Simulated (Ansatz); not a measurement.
```yaml
crystal:
  periodic: [false, false, false]
  atoms:
    - {symbol: F, position_ang: [-0.334928, -1.455390, -0.065705]}
    - {symbol: B, position_ang: [-0.491028, -0.478803, -0.268876]}
    - {symbol: Al, position_ang: [0.386307, 0.515228, 0.196148]}
    - {symbol: H, position_ang: [-1.186148, -0.419213, -0.731872]}
    - {symbol: H, position_ang: [1.312072, 0.732271, -0.391874]}
    - {symbol: H, position_ang: [0.238980, 0.873309, 1.208099]}
basis:
  gaussian: {orbitals: def2-TZVP}
hamiltonian: {xc: {name: r2SCAN50}, dispersion: d3bj}
output: {forces: true}
```

```sh
$ ansatz run in.yaml --threads 2 --pin off --events-out ev --progress --plain --max-ram 4352MiB
```

Output, abridged:

```
Warning: the engine holds no damping parameters fitted to this dispersion correction and functional, so the run takes those fitted to r2scan50 beside the three-body term, which d3bj leaves out (hamiltonian.dispersion, under Limitations)
Functional definition: r2SCAN50
808 factors; their error is unknown
mean field evaluation 1: about -10010.5507 eV, gradient 4.1e1 eV
mean field evaluation 2: about -10012.4884 eV, gradient 2.7e1 eV
mean field evaluation 4: about -10013.6337 eV, gradient 1.3e0 eV
mean field evaluation 8: about -10013.6934 eV, gradient 1.9e-1 eV
mean field evaluation 16: about -10013.6935 eV, gradient 4.0e-5 eV
mean field -10013.69346940 eV, -367.9964474751 hartree, gradient 4.0e-5 eV, S^2 0.000000; 0 other end points of the search recorded, 0 dependent functions left out
reference -10013.69347711 eV, -367.9964477585 hartree; 15, 15 occupied and 102, 102 virtual orbitals, 808 factors
Total energy: -10013.72064946 eV, -367.9974463238 hartree
Atom 0 at    -0.334928    -1.455390    -0.065705 Å, force     7.861902   -42.830633     9.642677 eV/Å
Atom 1 at    -0.491028    -0.478803    -0.268876 Å, force   -10.620512    14.373654    -8.447100 eV/Å
Atom 2 at     0.386307     0.515228     0.196148 Å, force     9.701915    14.192368     1.464763 eV/Å
Atom 3 at    -1.186148    -0.419213    -0.731872 Å, force   -19.507880     3.222922   -13.066010 eV/Å
Atom 4 at     1.312072     0.732271    -0.391874 Å, force    15.073970     3.802668    -9.214822 eV/Å
Atom 5 at     0.238980     0.873309     1.208099 Å, force    -2.509395     7.239021    19.620493 eV/Å
Dipole moment:    -0.105253    -0.081280    -0.052940 e Å
```

(1) What is wrong with this run?

Answers

(1) The geometry is squeezed to about two thirds of its size. The calculation finished and met its thresholds. The result belongs to that input, not to the molecule as meant.
